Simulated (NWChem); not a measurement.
All runs are NWChem calculations. System: CHO, charge 0, spin multiplicity 2, at a geometry optimised with UPBE0/def2-SVP. The structure started from a generated list of species. Its SCF solution wasn't tested for a lower state. Level: UB2PLYP/def2-SVP, 2 core orbitals frozen.

Job file:

```
start mol
memory heap 200 mb stack 900 mb global 1100 mb
geometry units angstroms nocenter noautoz
  C      0.492258    -0.316654     0.000000
  O     -0.555334     0.209241     0.000000
  H      1.489122     0.225997     0.000000
  symmetry group Cs
end
basis spherical
  * library def2-svp
end
dft
  xc hfexch 0.53 becke88 0.47 lyp 0.73 mp2 0.27
  dftmp2
  odft
  mult 2
  semidirect memsize 60000000 filesize 0
  iterations 100
end
mp2
  freeze core 2
end
task dft energy
```

NWChem printed:

```
             Northwest Computational Chemistry Package (NWChem) 7.3.0
             --------------------------------------------------------

                                NWChem Input Module
                                -------------------

 Scaling coordinates for geometry "geometry" by  1.889725989
 (inverse scale =  0.529177249)

 Turning off AUTOSYM since
 SYMMETRY directive was detected!

                             Geometry "geometry" -> ""
                             -------------------------

 Output coordinates in angstroms (scale by  1.889725989 to convert to a.u.)

  No.       Tag          Charge          X              Y              Z
 ---- ---------------- ---------- -------------- -------------- --------------
    1 C                    6.0000     0.49225800    -0.31665400     0.00000000
    2 O                    8.0000    -0.55533400     0.20924100     0.00000000
    3 H                    1.0000     1.48912200     0.22599700     0.00000000

 Effective nuclear repulsion energy (a.u.)      26.5374361169

            Nuclear Dipole moment (a.u.)
            ----------------------------
        X                 Y               Z
 ---------------- ---------------- ----------------
    -0.0000037795     0.0000018897     0.0000000000

      Symmetry information
      --------------------

 Group name             Cs
 Group number              2
 Group order               2
 No. of unique centers     3

      Symmetry unique atoms

     1    2    3


 Summary of "ao basis" -> "" (spherical)
 ------------------------------------------------------------------------------
       Tag                 Description            Shells   Functions and Types
 ---------------- ------------------------------  ------  ---------------------
 *                          def2-svp                  on all atoms

  dft_input: which_mp2 not specified, using semidirect MP2 by default.

                                 NWChem DFT Module
                                 -----------------

 Summary of "ao basis" -> "ao basis" (spherical)
 ------------------------------------------------------------------------------
[...]
     2   0 2 0     -9.030830     -7.577354     -5.035066      3.581590
     2   0 1 1     -0.000000     -0.000000     -0.000000      0.000000
     2   0 0 2     -7.969730     -4.308314     -3.661416      0.000000

                   NWChem MP2 Semi-direct Energy/Gradient Module
                   ---------------------------------------------

  Basis functions       =     33
  Molecular orbitals    =     33
  Frozen core           =      2
  Frozen virtuals       =      0
  Active alpha occupied =      6
  Active beta occupied  =      5
  Active alpha virtual  =     25
  Active beta virtual   =     26
  Use MO symmetry       = T
  Use skeleton AO sym   = T

  AO/Fock/Back tols     =   1.0D-09  1.0D-09  1.0D-09

 GA uses MA = F    GA memory limited = T

 Available:
  local mem=  4.43D+07
 global mem=  1.44D+08
 local disk=  0.00D+00
  mp2_memr nvloc                    25
  nvloc new                    25
   1 passes of   6:        2097152                       6046                    288024.
   1 passes of   6: M     44324941           G      144177022           F      42227789.

 Semi-direct pass number   1 of   1  for UHF alpha       at        0.3s
  vrange nnbf                   561
  mp2_eaftype                    10  avail_ma_in_mb                   386
 EAF : mp2_eaftype filesize          10     144012.
  mp2_eaf for mointskh                     10
Node 0 wrote      0.7 Mb in      0.0 s     Agg I/O rate:  1166.6 Mb/s
 Done moints_semi at        0.4s
  mp2_eaftype                    10  avail_ma_in_mb                   386
 EAF : mp2_eaftype filesize          10     144012.
  mp2_eaf for kh                    10
 Done maket at        0.4s
 Done multipass loop at        0.4s

 GA uses MA = F    GA memory limited = T

 Available:
  local mem=  4.43D+07
 global mem=  1.44D+08
 local disk=  0.00D+00
  mp2_memr nvloc                    26
  nvloc new                    26
   1 passes of   5:        2097152                       5536                    249876.
   1 passes of   5: M     44324941           G      144177022           F      42227789.

 Semi-direct pass number   1 of   1  for UHF beta        at        0.4s
  vrange nnbf                   561
  mp2_eaftype                    10  avail_ma_in_mb                   386
 EAF : mp2_eaftype filesize          10     124938.
  mp2_eaf for mointskh                     10
Node 0 wrote      0.6 Mb in      0.0 s     Agg I/O rate:  1909.5 Mb/s
 Done moints_semi at        0.4s
  mp2_eaftype                    10  avail_ma_in_mb                   386
 EAF : mp2_eaftype filesize          10     124938.
  mp2_eaf for kh                    10
 Done maket at        0.4s
 Done multipass loop at        0.4s

          -------------------------------------------
          DFT energy                    -113.562803624539
          Unscaled MP2 energy             -0.369127626593
          Total DFT+MP2 energy          -113.662468083720
          -------------------------------------------

 -----------------------
 Performance information
 -----------------------

 Timer overhead =  9.67D-08 seconds/call

               Nr. of calls         CPU time (s)                 Wall time (s)                GFlops
             ---------------    -------------------     ------------------------------   -------------------
Name         Min   Avg   Max    Min     Avg     Max     Min     Avg     Max   Mx/calls   Min     Max     Sum
mp2: moin     2     2     2   9.24E-2 9.24E-2 9.24E-2  9.24E-2 9.24E-2 9.24E-2 4.62E-2   0.0     0.0     0.0
mp2: make     2     2     2   9.22E-3 9.22E-3 9.22E-3  9.22E-3 9.22E-3 9.22E-3 4.61E-3   0.0     0.0     0.0
mp2: tota     1     1     1   0.12    0.12    0.12     0.12    0.12    0.12    0.12      0.0     0.0     0.0

 The average no. of pstat calls per process was 5.00D+00
 with a timing overhead of 4.83D-07s

 Task  times  cpu:        0.4s     wall:        0.4s

 Total times  cpu:        0.4s     wall:        0.4s
```
